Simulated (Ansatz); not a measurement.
# AlPH (quartet): RPA-PBE over vertical spin and charge gaps, cc-pVTZ

How well do these functionals follow the top wave-function level for AlPH (quartet) over vertical spin and charge gaps?

Method: cc-pVTZ, all electrons in the functionals, frozen cores in the correlation of double hybrids and RPA; program: Ansatz 0.2.0, Gaussian basis.

To be run: RPA-PBE, at charge 0, quartet; charge 0, doublet; charge 0, sextet; charge 1, triplet; charge 1, quintet.

## Step 1: The geometry

The geometry is a PBE0/def2-TZVP stationary point (not a proven minimum).

3 atoms, charge 0, spin multiplicity 4.

Atoms are counted from 1 here; the program's logs count them from 0.

Bond lengths: Al1–P2 2.392 Å, P2–H3 1.430 Å. Angles: Al1–P2–H3 98.4°.

No dispersion term is added.

The geometry shown and the zero of energy belong to the point charge 0, quartet. The yardstick, UCCSDT(Q), and other wave-function levels (R restricted, U unrestricted, valence and pair active spaces) come from earlier runs.

## Step 2: RPA-PBE, charge 0, quartet

Contents of in.yaml:

```yaml
crystal:
  periodic: [false, false, false]
  atoms:
    - {symbol: Al, position_ang: [0.000000, 0.034843, 1.300562]}
    - {symbol: P, position_ang: [0.000000, -0.073644, -1.088657]}
    - {symbol: H, position_ang: [0.000000, 1.330368, -1.360548]}
basis:
  gaussian: {orbitals: cc-pVTZ}
magnetization: {spin_polarized: true, initial_magnetization: 3}
hamiltonian: {xc: {name: PBE}}
correlation: {method: rpa, electrons: outside_noble_gas}
```

Started as:

```console
$ ansatz run in.yaml --threads 1 --pin off --events-out ev --progress --plain --max-ram 2816MiB --backend cpu
```

The runs that follow: RPA-PBE, charge 0, doublet; RPA-PBE, charge 0, sextet; RPA-PBE, charge 1, triplet; RPA-PBE, charge 1, quintet.

Q: Predict the results of all the runs planned. Wanted: quartet to doublet, UCCSDT(Q); quartet to sextet, UCCSDT(Q); ionisation to the triplet cation, UCCSDT(Q); ionisation to the quintet cation, UCCSDT(Q); largest miss, RPA-PBE.

As calculated:

```
                                   quantity                                             value
              quartet to doublet, UCCSDT(Q)                                    -40.5 kcal/mol
               quartet to sextet, UCCSDT(Q)                                     92.8 kcal/mol
ionisation to the triplet cation, UCCSDT(Q)                                    135.7 kcal/mol
ionisation to the quintet cation, UCCSDT(Q)                                    228.4 kcal/mol
                      largest miss, RPA-PBE  +6.1 kcal/mol (ionisation to the triplet cation)
```

RPA-PBE strays by up to 6.1 kcal/mol, at ionisation to the triplet cation. Functionals and the yardstick converge differently with the basis, so part of each miss in cc-pVTZ is the basis.
